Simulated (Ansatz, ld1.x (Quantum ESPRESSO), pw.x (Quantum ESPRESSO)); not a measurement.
# Equation-of-state test of one TM potential (silver)

* Element: Ag (Z = 47)
* Generator: ld1.x (Quantum ESPRESSO) 7.5
* Type: norm-conserving Troullier–Martins (Kleinman–Bylander form)
* Functional: LDA (PW92)
* Relativity: scalar-relativistic
* Frozen core: [Kr]
* Valence charge: 11
* Reference configuration: 4d10 5s1 5p0
* Partial waves: 5s (bound): rc 2.25 bohr; 5p (bound, empty): rc 2.65 bohr; 4d (bound): rc 1.45 bohr
* Local potential: all-electron potential smoothed inside 2.55 bohr (lloc = -1)
* Core correction: Bessel-smoothed model core inside 1.20 bohr

Crystal test: fcc Ag in pw.x 7.5, no spin, 14³ k-points, Fermi–Dirac smearing 0.01 Ry, cutoffs 135/540 Ry. The reference is all-electron LAPW (Ansatz 0.2.0) with the same functional, mesh and smearing; V0 and B0 come from Birch–Murnaghan fits to the pressures at five volumes. Errors are pseudo minus all-electron; Δ is the rms difference of the E(V) curves that follow from these fits, minima aligned, over ±6 % about the mean V0. Mesh and smearing are coarse, so the numbers serve the comparison and aren't converged zero-temperature values; the lattice is a test structure that the element need not adopt.

| V (Å³/atom) | P all-electron (GPa) | P pseudo (GPa) |
| --- | --- | --- |
| 15.357 | 6.61 | 9.24 |
| 15.761 | 2.36 | 4.73 |
| 16.165 | -1.23 | 0.90 |
| 16.569 | -4.25 | -2.33 |
| 16.973 | -6.80 | -5.07 |

All-electron: a0 = 4.002 Å (V0 = 16.02 Å³/atom), B0 = 138.7 GPa.

Pseudopotential: mean pressure error (GPa): +2.16; a0 (Å): 4.022; a0 error (%): +0.52; B0 error (%): -2.3; Δ (meV/atom): 7.6. This is a poor potential for the solid.

**Question.** At the middle volume, how do free energy and pressure move when the wave cutoff is lowered (ecutrho kept at four times it)?

**Answer.**

```csv
cutoff (Ry),shift of F (meV/atom),shift of P (GPa)
61,+596.2,-40.13
81,+19.9,-0.82
108,+10.2,-0.21
```

The run at the middle volume (104 k-points, 8 iterations) took about 36 s on one core of a shared host (Neoverse-V2, 96 threads, 742 GiB, load 58).
